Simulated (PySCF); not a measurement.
# M06-2X/STO-3G run of SiCl2 (SMILES Cl[Si]Cl)

Aim: the vertical singlet–triplet gap of SiCl2 at M06-2X/STO-3G, from 2 runs. Input form: a Python script.

Program for the calculation: PySCF 2.14.0.

8 further runs of the same task are left out: 1 that didn't finish, 7 set aside as unsound or not needed.

## Step 1: The structure to begin with

SiCl2: 3 atoms, total charge 0, spin state singlet. As SMILES, `Cl[Si]Cl`. Geometry: relaxed at GFN2-xTB.

Bond lengths: Si1–Cl2 2.052 Å, Si1–Cl3 2.052 Å. Angles: Cl2–Si1–Cl3 101.1°.

## Step 2: The energy at M06-2X/STO-3G

File run.py:

```python
# SiCl2
from pyscf import gto, dft

mol = gto.Mole()
mol.atom = 'Si 0.005140 -0.006950 -0.869340; Cl 1.581630 -0.018940 0.444080; Cl -1.586770 0.025890 0.425270'
mol.spin = 0
mol.verbose = 3
mol.max_memory = 1860
mol.basis = 'sto-3g'
mol.build()

myscf = dft.RKS(mol)
myscf.xc = 'm06-2x'
myscf.grids.level = 5
myscf.conv_tol = 1e-10
myscf.kernel()
if not myscf.converged:
    myscf = myscf.newton().run(myscf.mo_coeff, myscf.mo_occ)

e_tot = myscf.e_tot
print('E(%s) = %.9f' % ('M06-2X', e_tot))
```

The run is started by

```sh
$ OMP_NUM_THREADS=1 python run.py
```

The program printed:

```text
converged SCF energy = -1196.63384010155
E(M06-2X) = -1196.633840102
```

It took 6 s on 1 thread of Arm Neoverse N1, shared host; peak memory 0.23 GiB.

## Step 3: The triplet

File geometry.xyz:

```xyz
3

Si     0.005140    -0.006950    -0.869340
Cl     1.581630    -0.018940     0.444080
Cl    -1.586770     0.025890     0.425270
```

File run.py:

```python
from pyscf import gto, dft

mol = gto.M(
    atom='geometry.xyz',
    verbose=4,
    charge=0,
    basis='sto-3g',
    max_memory=1860,
    spin=2,
)

ks = dft.UKS(mol, xc='m06-2x')
ks.grids.level = 5
ks.conv_tol = 1e-10
ks.kernel()
if not ks.converged:
    ks = ks.newton().run(ks.mo_coeff, ks.mo_occ)

etot = ks.e_tot
print(f'total energy: {etot:.8f} hartree')
```

The run is started by

```sh
$ OMP_NUM_THREADS=1 python run.py
```

The program printed:

```text
PySCF version 2.14.0

[INPUT] num. atoms = 3
[INPUT] num. electrons = 48
[INPUT] charge = 0
[INPUT] spin (= nelec alpha-beta = 2S) = 2
[INPUT] symmetry False subgroup None
[INPUT] Mole.unit = angstrom
[INPUT] Symbol           X                Y                Z      unit          X                Y                Z       unit  Magmom
[INPUT]  1 Si     0.005140000000  -0.006950000000  -0.869340000000 AA    0.009713192280  -0.013133596566  -1.642814509129 Bohr   0.0
[INPUT]  2 Cl     1.581630000000  -0.018940000000   0.444080000000 AA    2.988847530396  -0.035791412799   0.839189577397 Bohr   0.0
[INPUT]  3 Cl    -1.586770000000   0.025890000000   0.425270000000 AA   -2.998560722676   0.048925009365   0.803643828994 Bohr   0.0

nuclear repulsion = 171.01197876534
number of shells = 15
number of NR pGTOs = 81
number of NR cGTOs = 27
basis = sto-3g
ecp = {}

******** <class 'pyscf.dft.uks.UKS'> ********
method = UKS
initial guess = minao
damping factor = 0
level_shift factor = 0
DIIS = <class 'pyscf.scf.diis.CDIIS'>
diis_start_cycle = 1
diis_space = 8
diis_damp = 0
SCF conv_tol = 1e-10
SCF conv_tol_grad = None
SCF max_cycles = 50
direct_scf = True
direct_scf_tol = 1e-13
number electrons alpha = 25  beta = 23
XC library pyscf.dft.libxc version 7.0.0
    S. Lehtola, C. Steigemann, M. J.T. Oliveira, and M. A.L. Marques.,  SoftwareX 7, 1–5 (2018)
XC functionals = m06-2x
    Y. Zhao and D. G. Truhlar.,  Theor. Chem. Acc. 120, 215 (2008)
    Y. Zhao and D. G. Truhlar.,  Theor. Chem. Acc. 120, 215 (2008)
radial grids:
    Treutler-Ahlrichs [JCP 102, 346 (1995); DOI:10.1063/1.469408] (M4) radial grids

becke partition: Becke, JCP 88, 2547 (1988); DOI:10.1063/1.454033
pruning grids: <function nwchem_prune>
grids dens level: 5
symmetrized grids: False
atomic radii adjust function: <function treutler_atomic_radii_adjust>
small_rho_cutoff = 0
Set gradient conv threshold to 1e-05
tot grids = 129648
init E= -1196.00843060817
[... the frontier-level lines of each cycle are left out ...]


cycle= 1 E= -1196.48167469084  delta_E= -0.473  |g|= 0.187  |ddm|= 1.94
cycle= 2 E= -1196.51278853295  delta_E= -0.0311  |g|= 0.115  |ddm|= 0.776
cycle= 3 E= -1196.52736329574  delta_E= -0.0146  |g|= 0.0112  |ddm|= 0.267
cycle= 4 E= -1196.52776787065  delta_E= -0.000405  |g|= 0.00344  |ddm|= 0.063
cycle= 5 E= -1196.52780783007  delta_E= -4e-05  |g|= 0.000784  |ddm|= 0.0228
cycle= 6 E= -1196.52781046552  delta_E= -2.64e-06  |g|= 8.28e-05  |ddm|= 0.00696
cycle= 7 E= -1196.5278104943  delta_E= -2.88e-08  |g|= 1.45e-05  |ddm|= 0.000701
cycle= 8 E= -1196.52781049512  delta_E= -8.14e-10  |g|= 2.5e-06  |ddm|= 0.000103
cycle= 9 E= -1196.52781049514  delta_E= -2.32e-11  |g|= 3.11e-07  |ddm|= 1.92e-05
Extra cycle  E= -1196.52781049514  delta_E= -2.27e-12  |g|= 1.03e-07  |ddm|= 1.42e-06
converged SCF energy = -1196.52781049514  <S^2> = 2.001811  2S+1 = 3.0012071
total energy: -1196.52781050 hartree
```

It took 12 s on 1 thread of Arm Neoverse N1, shared host; peak memory 0.24 GiB.

## Step 4: Results

At M06-2X/STO-3G:

| quantity | value |
| --- | --- |
| singlet: total energy | -1196.63384 Eh |
| singlet: dipole moment | 2.67 D |
| singlet: HOMO energy | -6.75 eV |
| singlet: LUMO energy | 0.80 eV |
| singlet: HOMO–LUMO gap | 7.55 eV |
| triplet: total energy | -1196.52781 Eh |
| triplet: dipole moment | 3.65 D |
| triplet: HOMO energy (highest over α and β) | -3.96 eV |
| triplet: LUMO energy (lowest over α and β) | -1.62 eV |
| triplet: ⟨S²⟩ | 2.002 |
| vertical energy of the triplet above the singlet | 2.885 eV |

**Reading.** At this shape the triplet lies 2.89 eV (67 kcal/mol) above the singlet. In a minimal basis such a difference can be off by several eV, whatever the method.
